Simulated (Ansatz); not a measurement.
# singlet N2: levels of theory in one basis

```yaml
atoms:
  - { symbol: N, position_ang: [0.0000, 0.0000, 0.5650] }
  - { symbol: N, position_ang: [0.0000, 0.0000, -2.8249] }
```

Basis set: cc-pVTZ (spherical functions). Frozen core: 2 orbitals. Charge 0, multiplicity 1.

Computed with Ansatz (development build ahead of 0.2.0); each method stands on the lowest determinant of its kind that the runs found.

| method | E − E(RHF) (eV) | <S²> of the determinant |
| --- | --- | --- |
| RHF | 0.00 | 0.00 |
| UHF | -13.50 | 3.01 |
| RHF-MP2 | -11.21 | – |
| UHF-MP2 | -18.73 | 3.01 |

Task: Is a single determinant a sound starting point here?

Result: It is doubtful. Unrestricted orbitals lower Hartree–Fock by 13.50 eV and <S²> is 3.01 where a pure state has 0.00, a sign of strong static correlation.

Caution: the determinant breaks the point group. Caution for RHF, RHF-MP2: an unrestricted determinant lies well below. Caution for UHF, UHF-MP2: the unrestricted determinant is a mixture of spin states. Caution for RHF-MP2, UHF-MP2: bonds are stretched, where a single reference can fail.
